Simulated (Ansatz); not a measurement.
C4H6 can be A, `C=C=CC`, or B, `CC1=CC1`.

Computed with Ansatz on PBE0-D4/def2-TZVP structures; ΔE is electronic, products minus reactants. CCSD(T)/CBS is the MP2 limit (def2-TZVPP, def2-QZVPP) plus CCSD(T) − MP2 in def2-TZVPP, frozen cores. Functionals use def2-TZVPP. B3LYP here is the variant with VWN-RPA as its local correlation; programs differ in this.

(1) Which isomer does CCSD(T)/CBS put lower? Give the gap. (Estimate.)

(2) Give E(B) − E(A) in kJ/mol with B3LYP-D4, PBE0-D4, B3LYP, ωB97M-V, MP2/def2-TZVPP, r2SCAN-D4, HF/def2-TZVPP. (Best estimate.)

(3) Does the order hold for the free energy at 298.15 K (harmonic terms from PBE0-D4)? (Estimate.)

Largest T1 diagnostic: 0.011.

Results:

(1) Computed: A, by 76.8 kJ/mol.

(2) Ansatz gave: B3LYP-D4 88.5, PBE0-D4 67.4, B3LYP 89.3, ωB97M-V 74.8, MP2/def2-TZVPP 64.2, r2SCAN-D4 78.3, HF/def2-TZVPP 88.8. None reverses the order clearly.

(3) Computed: Yes: G(B) − G(A) = +79.2 kJ/mol.

From r2SCAN to r2SCAN0 (25 % exact exchange), in def2-TZVPP and without D4, E(B) − E(A) moves by −7.3 kJ/mol. At CCSD(T), def2-SVP lies −8.1 kJ/mol from the extrapolated value and def2-TZVPP +1.1 kJ/mol.
